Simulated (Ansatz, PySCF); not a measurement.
System: trifluoroborane, BF3, charge 0, multiplicity 1. 
Coordinates optimised at B3LYP-D3(BJ)/def2-TZVP (Ansatz, a quantum-chemistry and plane-wave program):
```
B
F 1 1.3156
F 1 1.3156 2 120.00
F 1 1.3156 2 120.00 3 -180.00
```


Quantity: enthalpy of formation at 298 K (from the atomisation energy, B3LYP-D3(BJ)/def2-TZVP harmonic zero-point and thermal terms from PySCF, and the atoms' enthalpies of formation in the G2/97 table, which holds older values for B and Si; no spin-orbit terms, and no core term in the frozen-core levels), in kcal/mol. Valence correlation only, unless marked. Open shells are spin-unrestricted. No spin-orbit coupling. Non-relativistic. The coupled-cluster limit lacks core correlation, which all-electron functionals hold. CBS marks a two-point X^-3 extrapolation of the correlation energy; Hartree-Fock from the larger set.

Measured: -271.4 kcal/mol (G2/97 table in ASE (Curtiss et al.)); it holds spin-orbit and relativistic effects, which these rows lack, and core correlation, which the frozen-core levels lack. This is an older compilation, not checked against later work.

```
level                                program  enthalpy of formation at 298 K (kcal/mol)  error against measurement
----------------------------  --------------  -----------------------------------------  -------------------------
HF/cc-pVTZ                            Ansatz                                     -163.1                      108.3
BP86-D4/def2-TZVPD             PySCF + dftd4                                     -278.6                       -7.2
TPSS/def2-TZVPD                        PySCF                                     -264.1                        7.3
PBE0-D4/def2-TZVP             Ansatz + dftd4                                     -268.1                        3.3
CAM-B3LYP-D4/def2-TZVPD       Ansatz + dftd4                                     -272.9                       -1.5
wB97X/def2-TZVPD                      Ansatz                                     -266.8                        4.6
B2GP-PLYP-D3(BJ)/def2-TZVPD   Ansatz + dftd3                                     -268.2                        3.2
SCS-MP2/STO-3G                        Ansatz                                     -194.1                       77.3
SCS-MP2/6-31G                         Ansatz                                     -193.5                       77.9
SCS-MP2/aug-cc-pVTZ                   Ansatz                                     -272.7                       -1.3
CCSD(T)/STO-3G                        Ansatz                                     -196.4                       75.0
CCSD(T)/6-31G*                        Ansatz                                     -252.0                       19.4
CCSD(T)/cc-pVDZ                        PySCF                                     -230.0                       41.4
CCSD(T)/aug-cc-pVTZ                   Ansatz                                     -261.1                       10.3
CCSD(T)/CBS(cc-pVTZ,cc-pVQZ)          Ansatz                                     -270.8                        0.6
```
